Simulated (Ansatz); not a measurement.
# ClH3Si: the cost of one run

All numbers below are computed with Ansatz 0.2.0 (RKS PBE-D4/def2-SVPD).

### Step 1. The system as given

Bond lengths: Si1–H2 1.660 Å, Si1–H3 1.660 Å, Si1–H4 1.459 Å, Si1–Cl5 2.128 Å. Angles: H2–Si1–H3 35.4°, H2–Si1–H4 123.4°, H2–Si1–Cl5 123.4°, H3–Si1–H4 123.4°, H3–Si1–Cl5 123.4°, H4–Si1–Cl5 109.5°.

Coordinates:

```xyz
5

Si    0.0000    0.0000    0.0000
H     0.9994    0.0000    1.3254
H     1.5827    0.0000    0.5009
H    -0.6877    1.1914   -0.4862
Cl   -1.0032   -1.7381   -0.7093
```

### Step 2. Pulling towards end A

Springs on the bonds that form and break draw the guess towards this end; the thresholds are loose.

Contents of input.yaml:

```yaml
crystal:
  periodic: [false, false, false]
  atoms:
    - { symbol: Si, position_ang: [0.0, 0.0, 0.0] }
    - { symbol: H, position_ang: [0.9994, 0.0, 1.3254] }
    - { symbol: H, position_ang: [1.5827, 0.0, 0.5009] }
    - { symbol: H, position_ang: [-0.6877, 1.1914, -0.4862] }
    - { symbol: Cl, position_ang: [-1.0032, -1.7381, -0.7093] }
basis:
  gaussian: { orbitals: def2-SVPD }
hamiltonian:
  xc: pbe
  dispersion: d4
relax:
  f_tol: 0.15
  max_steps: 25
  restrain:
    - { distance: [1, 2], at: 1.86, k: 30.0 }
    - { distance: [0, 1], at: 1.46, k: 30.0 }
    - { distance: [0, 2], at: 1.46, k: 30.0 }
```

Started as:

```sh
> ansatz run input.yaml --threads 1 --pin off --max-ram 2048MiB --backend cpu --events-out ev --progress --plain --runs-dir out
```

What time and memory should one allow on 1 thread of Arm Neoverse V2, shared host?

About 8.2 s, with a peak of 0.12 GiB.
